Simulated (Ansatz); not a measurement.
Saddle point of CH6MgS, singlet (CH₄Mg ([CH3][MgH]) + H₂S → CH₄MgS ([CH3][Mg][SH]) + H₂; bonds formed: H2–H4; dative contacts that become bonds: Mg1–S5; bonds broken: Mg1–H2, H4–S5), PBE0-D4/def2-TZVP structure:

```csv
atom,x (Å),y (Å),z (Å)
Mg1,-0.2554,0.4130,0.0185
H2,-0.6990,1.9329,-0.8473
C3,0.2406,-0.6449,1.7363
H4,-0.6678,1.0900,-1.8621
S5,-0.4673,-0.2493,-2.5112
H6,1.3203,-0.8144,1.8051
H7,-0.0621,-0.1163,2.6455
H8,-0.2397,-1.6285,1.7522
H9,0.8303,0.0175,-2.7371
```

Energies are electronic, without zero-point energy. Barriers and step energies count from the start structure reached by relaxing down the imaginary mode; all methods use the PBE0-D4 structures, on which another method's saddle can fall below an end. Program: Ansatz 0.2.0. Basis: def2-TZVPP, with def2-QZVPP for the basis limit. Cores are frozen in the correlated methods. The outer core shell of Li, Na, Mg and K is correlated. The def2 sets are not built for correlating such inner shells, so the correlated values are less sure here. B3LYP uses VWN-RPA correlation. Extrapolation: Hartree–Fock as exp(−7.88 √X), correlation as X^−2.97.

```json
{"method": "SPW92", "barrier (kcal/mol)": "-1.32", "step energy (kcal/mol)": "-18.87"}
{"method": "PBE-D4", "barrier (kcal/mol)": "1.90", "step energy (kcal/mol)": "-20.97"}
{"method": "BLYP-D4", "barrier (kcal/mol)": "4.30", "step energy (kcal/mol)": "-20.87"}
{"method": "r2SCAN-D4", "barrier (kcal/mol)": "2.82", "step energy (kcal/mol)": "-22.00"}
{"method": "B97M-V", "barrier (kcal/mol)": "6.54", "step energy (kcal/mol)": "-16.41"}
{"method": "PBE0-D4", "barrier (kcal/mol)": "4.42", "step energy (kcal/mol)": "-20.79"}
{"method": "B3LYP-D4", "barrier (kcal/mol)": "6.12", "step energy (kcal/mol)": "-20.68"}
{"method": "r2SCAN0-D4", "barrier (kcal/mol)": "?", "step energy (kcal/mol)": "-21.72"}
{"method": "BHLYP-D4", "barrier (kcal/mol)": "9.31", "step energy (kcal/mol)": "-20.25"}
{"method": "CAM-B3LYP-D4", "barrier (kcal/mol)": "7.82", "step energy (kcal/mol)": "-19.64"}
{"method": "wB97X-V", "barrier (kcal/mol)": "8.56", "step energy (kcal/mol)": "-19.98"}
{"method": "wB97M-V", "barrier (kcal/mol)": "8.36", "step energy (kcal/mol)": "-20.46"}
{"method": "B2PLYP", "barrier (kcal/mol)": "6.94", "step energy (kcal/mol)": "-21.71"}
{"method": "PBE-QIDH", "barrier (kcal/mol)": "6.53", "step energy (kcal/mol)": "-21.67"}
{"method": "RPA on PBE", "barrier (kcal/mol)": "?", "step energy (kcal/mol)": "-19.11"}
{"method": "HF", "barrier (kcal/mol)": "?", "step energy (kcal/mol)": "-19.61"}
{"method": "MP2", "barrier (kcal/mol)": "7.23", "step energy (kcal/mol)": "-23.11"}
{"method": "CCSD", "barrier (kcal/mol)": "9.79", "step energy (kcal/mol)": "-20.36"}
{"method": "CCSD(T)", "barrier (kcal/mol)": "8.39", "step energy (kcal/mol)": "-20.82"}
```

(1) Fill in the withheld barriers. (To be estimated.)

The T1 diagnostic stays at or below 0.010.

Results:

(1) The calculation gives: HF 16.21; RPA on PBE 8.95; r2SCAN0-D4 4.93 kcal/mol. Each is the energy of the saddle less that of the start structure, by the same method.

For comparison, the barrier by CCSD(T) at an estimated basis limit (MP2 extrapolated from triple and quadruple zeta, plus CCSD(T) − MP2 in triple zeta) is 7.15 kcal/mol.

Labels in which every atom is bracketed show which atoms are joined, not bond orders.

For scale, one of the runs: CCSD(T)/def2-TZVPP, 189 basis functions, launched by `ansatz run in.yaml --threads 2 --pin off --events-out ev --progress --plain --max-ram 4352MiB`. Time: 22 s of wall clock on 2 CPU threads of an Intel Xeon 6975P-C; the host was shared. Peak host memory: 2.3 GiB.
